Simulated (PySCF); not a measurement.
## How far each method lies from full CI for B$_{2}$H, doublet

Geometry: a PBE0/def2-TZVP stationary point for this spin, not checked as a minimum.

| atom | x (Å) | y (Å) | z (Å) |
| --- | --- | --- | --- |
| B | 0.0000 | 0.0000 | 0.1151 |
| B | 0.0000 | 0.0000 | -1.4076 |
| H | 0.0000 | 0.0000 | 1.2925 |

Basis 6-31G; PySCF 2.14.0. Correlated methods freeze the noble-gas cores, which leaves 7 electrons in 18 orbitals. R marks a restricted (for open shells ROHF) determinant, U an unrestricted one.

Full CI is exact within this basis and frozen core; it isn't the basis-set limit. The frozen core follows each run's orbitals, which can shift R against U totals by a few meV.

The determinant fills πx and πy unequally, so it is a mixture of Σ and Δ, which weighs on every level built on one determinant.

* UHF ⟨S²⟩: 1.752
* ⟨S²⟩ of the determinant under UCCSD: 1.054
* T1 diagnostic (ROHF- or RHF-based CCSD): 0.0287
* largest doubles amplitude (ROHF- or RHF-based CCSD): 0.166

| level | E − E(RHF) (eV) |
| --- | --- |
| RMP2 | -2.0873 |
| RCCSD | -2.8707 |
| RCCSD(T) | -2.9574 |

(1) Estimate how far full CI in 6-31G lies from RCCSD(T). The table doesn't fix it; the size of (T) and the diagnostics are the guide.

(1) Full CI in 6-31G lies 13.0 kJ/mol below RCCSD(T), which is 156 % of the (T) step (-8.4 kJ/mol). More than one determinant leads, and the rest is a large part of (T). The miss exceeds 1 kcal/mol.

The other levels:

```tsv
level	E − E(full CI) (kJ/mol)	share of correlation (%)	wall time
RCCSDT	3.2	98.94	4.8 s
```

The correlation energy at full CI, counted from RHF, is -3.092 eV. The search over symmetries took 44 s on 1 thread of Intel Xeon, shared host; the state has 625,600 determinants.

Run but not shown, since their state, orbitals or frozen core can't be matched to the reference's or they repeat it: UHF, UMP2, UCCSD, UCCSD(T), UCCSDT.

Times are those of the correlated step on a shared host, with one SCF added for the restricted CCSD run; they ran on 1 thread of Intel Xeon.

The full-CI state has the irrep A1 of C2v, in the program's axes (one component, if the state is degenerate).

Natural occupations of full CI about the gap: 1.969 1.962 0.995 0.951 0.948 0.056 0.056 0.025 0.013 0.006; effectively unpaired electrons, Σ n²(2−n)², 3.03. No single determinant describes this state well, so single-reference rows can miss without a flag.
